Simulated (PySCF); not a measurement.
Gas-phase reaction: 3 Al₂O₂ + 3 H₂O = 6 AlOH + O₃

Computed with PySCF and rigid-rotor harmonic-oscillator thermochemistry at 1 bar. Table values come from the NASA 1993 polynomials. After a fit of one offset per element over all species, the range-separated, M06-2X, PBE0/def2-QZVP and CCSD(T)/def2-TZVPP enthalpies, where run, lie to one side of the table for Al₂O₂ (+36 kJ/mol), O₃ (+19 kJ/mol): a fault of the table's entry, another state or a shared error of the levels is possible; this was not checked at source. † marks an energy on the PBE0/def2-TZVP geometry and frequencies. MP2 and CCSD(T) freeze the core. All species are closed-shell singlets. MP2 isn't extrapolated to the basis-set limit. CCSD(T) isn't extrapolated to the basis-set limit. Strong static correlation: Al₂O₂, O₃. The table's entry may be an old estimate for Al₂O₂, AlOH (not checked at source). Warning, large T1 diagnostic: Al₂O₂, O₃ (CCSD(T)/def2-TZVPP†).

CCSD(T)/def2-TZVPP† gives ΔH°(298 K) = 929.0 kJ.

### Question
What does MP2/def2-SVP† give, and where does the table lie?

### Answer
MP2/def2-SVP†: 872.8 kJ. Table: 971.4 kJ.
